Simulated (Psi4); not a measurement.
**CH3S (SMILES C[S]), run twice**

Wanted: the energy in a field of CH3S, UMP2/6-31G** (Cartesian functions, ddCOSMO dichloromethane, dipole perturbation λ (added as +λ·μ, a field of −λ) (0.005, 0, 0) a.u.).

The calculation is run with Psi4 1.11.

16 further runs of the same task are left out: 15 that didn't finish, 1 set aside as unsound or not needed.

## (1) Starting point

CH3S has 5 atoms, charge 0, and is taken as a doublet. As SMILES, `C[S]`. The shape is that of a GFN2-xTB optimisation.

Bond lengths: C1–S2 1.793 Å, C1–H3 1.087 Å, C1–H4 1.087 Å, C1–H5 1.087 Å. Angles: S2–C1–H3 108.9°, S2–C1–H4 108.9°, S2–C1–H5 108.9°, H3–C1–H4 110.1°, H3–C1–H5 110.0°, H4–C1–H5 110.1°.

## (2) First attempt

The input, job.inp:

```
memory 1600 MB

molecule m {
  0 2
  C     -0.127110     0.029280     0.068910
  S      1.417500    -0.326450    -0.769260
  H     -0.250650    -0.671190     0.890940
  H     -0.944870    -0.078820    -0.639560
  H     -0.094870     1.047190     0.448970
  units bohr
  symmetry c1
  no_reorient
  no_com
}

set basis 6-31G**
set reference uhf
set scf_type pk
set freeze_core true
set mp2_type conv
set perturb_h true
set perturb_with dipole
set perturb_dipole [0.005, 0.0, 0.0]
set maxiter 60
set ddx true
set ddx_model cosmo
set ddx_solvent dichloromethane
set ddx_radii_set uff

energy_value = energy('mp2')
print_variables()
```

Launch:

```bash
$ psi4 -i job.inp -o job.out -n 1
```

job.out:

```text
[...]
  Running in c1 symmetry.
[...]
  Nuclear repulsion =   92.064203026083220
[...]
  Multiplicity = 2
[...]
  Nalpha       = 13
  Nbeta        = 12
[...]
    Number of basis functions: 49
[...]
   @UHF iter   1:  -433.56049839055527    5.04333e+00   1.75052e-02 DIIS/ADIIS
[...]
   @UHF iter  45:  -433.81242962033747   -1.70530e-13   5.84901e-09 DIIS
[...]
   @S^2 Observed:                7.583150868E-01
[...]
    Orbital Energies [Eh]
    ---------------------
    Alpha Occupied:
       1A    -91.925595     2A    -11.385293     3A     -9.031536
       4A     -6.732198     5A     -6.698691     6A     -6.681664
       7A     -1.513679     8A     -1.109314     9A     -1.086699
      10A     -0.952200    11A     -0.577965    12A     -0.338128
      13A     -0.285878
    Alpha Virtual:
      14A      0.218531    15A      0.298169    16A      0.311332
      17A      0.352686    18A      0.487508    19A      0.526549
      20A      0.539020    21A      0.570653    22A      0.586078
      23A      0.643858    24A      0.939801    25A      1.028678
[...]
  @UHF Final Energy:  -433.81242962033747
   => Energetics <=
    Nuclear Repulsion Energy =             92.0642030260832200
    One-Electron Energy =                -775.5982951959263119
    Two-Electron Energy =                 249.7458140202062395
    DD Solvation Energy =                 -0.0241514707006056
    Total Energy =                       -433.8124296203374684
  UHF NO Occupations:
  HONO-2 :   11  A 1.9997471
[...]
 Multipole Moments:
 ------------------------------------------------------------------------------------
     Multipole            Electronic (a.u.)      Nuclear  (a.u.)        Total (a.u.)
 ------------------------------------------------------------------------------------
 L = 1.  Multiply by 2.5417464519 to convert [e a0] to [Debye]
 Dipole X            :        -22.5489528           20.6269500           -1.9220028
 Dipole Y            :          5.1605435           -4.7503400            0.4102035
 Dipole Z            :         12.1574719          -11.1943500            0.9631219
 Magnitude           :                                                    2.1885990
[...]
	SCS-MP2 Total Energy (a.u.)        :  -434.06161992174225
	SOS-MP2 Total Energy (a.u.)        :  -434.03953907075447
	SCSN-MP2 Total Energy (a.u.)       :  -433.92901651355288
[...]
	SOS-PI-MP2 Total Energy (a.u.)     :  -434.07739064582398
[...]
	MP2 Total Energy (a.u.)            :  -434.06793004864824
[...]
```

Wall time 14 s (1 thread of AMD EPYC 7R43 (Zen 3), shared host); peak memory 0.22 GiB.

## (3) What went wrong

The program ended normally, but the settings are unsound, so its numbers aren't properties of the molecule.

The cause is that the coordinates are read in the wrong unit, so the molecule is scaled by the ratio of bohr to ångström. As the program read them, the closest atoms are 0.58 Å apart, against 1.09 Å in the sound input.

## (4) The mended input

The input, ch3s.in:

```
memory 1600 mb

molecule mol {
  0 2
  C     -0.127110     0.029280     0.068910
  S      1.417500    -0.326450    -0.769260
  H     -0.250650    -0.671190     0.890940
  H     -0.944870    -0.078820    -0.639560
  H     -0.094870     1.047190     0.448970
  units angstrom
  symmetry c1
  no_reorient
  no_com
}

set basis 6-31G**
set reference uhf
set scf_type pk
set freeze_core true
set mp2_type conv
set perturb_h true
set perturb_with dipole
set perturb_dipole [0.005, 0.0, 0.0]
set ddx true
set ddx_model cosmo
set ddx_solvent dichloromethane
set ddx_radii_set uff

result, w = energy("mp2", return_wfn=True)
```

Launch:

```bash
$ psi4 ch3s.in ch3s.out -n 1
```

ch3s.out:

```text
[...]
  Running in c1 symmetry.
[...]
  Nuclear repulsion =   48.858598032088700
[...]
  Multiplicity = 2
[...]
  Nalpha       = 13
  Nbeta        = 12
[...]
    Number of basis functions: 49
[...]
   @UHF iter   1:  -437.07413348738589   -5.82283e-01   3.96659e-03 ADIIS/DIIS
[...]
   @UHF iter  30:  -437.11300758636139   -2.08047e-11   2.45318e-09 DIIS
[...]
   @S^2 Observed:                7.582479855E-01
[...]
    Orbital Energies [Eh]
    ---------------------
    Alpha Occupied:
       1A    -91.971357     2A    -11.259705     3A     -8.982250
       4A     -6.679004     5A     -6.661035     6A     -6.658246
       7A     -1.058624     8A     -0.862731     9A     -0.609092
      10A     -0.597569    11A     -0.506022    12A     -0.439500
      13A     -0.384211
    Alpha Virtual:
      14A      0.185377    15A      0.274906    16A      0.299577
      17A      0.300163    18A      0.463703    19A      0.502059
      20A      0.528254    21A      0.531696    22A      0.707463
      23A      0.721457    24A      0.803837    25A      0.978694
[...]
  @UHF Final Energy:  -437.11300758636139
   => Energetics <=
    Nuclear Repulsion Energy =             48.8585980320887003
    One-Electron Energy =                -699.3263215811128930
    Two-Electron Energy =                 213.3590463415224008
    DD Solvation Energy =                 -0.0043303788595945
    Total Energy =                       -437.1130075863613911
  UHF NO Occupations:
  HONO-2 :   11  A 1.9997017
[...]
 Multipole Moments:
 ------------------------------------------------------------------------------------
     Multipole            Electronic (a.u.)      Nuclear  (a.u.)        Total (a.u.)
 ------------------------------------------------------------------------------------
 L = 1.  Multiply by 2.5417464519 to convert [e a0] to [Debye]
 Dipole X            :        -39.8725876           38.9792863           -0.8933013
 Dipole Y            :          9.1491086           -8.9768416            0.1722670
 Dipole Z            :         21.5592407          -21.1542557            0.4049850
 Magnitude           :                                                    0.9958294
[...]
	SCS-MP2 Total Energy (a.u.)        :  -437.36312084500383
	SOS-MP2 Total Energy (a.u.)        :  -437.34491911325938
	SCSN-MP2 Total Energy (a.u.)       :  -437.20911272997233
[...]
	SOS-PI-MP2 Total Energy (a.u.)     :  -437.38357103440904
[...]
	MP2 Total Energy (a.u.)            :  -437.36087238734319
[...]
```

Wall time 11 s (1 thread of AMD EPYC 7R43 (Zen 3), shared host); peak memory 0.22 GiB.

## (5) Results

Level: UMP2/6-31G** (Cartesian functions, ddCOSMO dichloromethane, dipole perturbation λ (added as +λ·μ, a field of −λ) (0.005, 0, 0) a.u.).

| quantity | value |
| --- | --- |
| total energy | -437.36087 Eh |
| correlation energy (6 core orbitals frozen) | -247.9 mEh |
| solvent term in the energy | -11.4 kJ/mol |
| ⟨S²⟩ of the reference determinant | 0.758 |

What this shows: The first attempt's energy was +89.606 eV off this one.
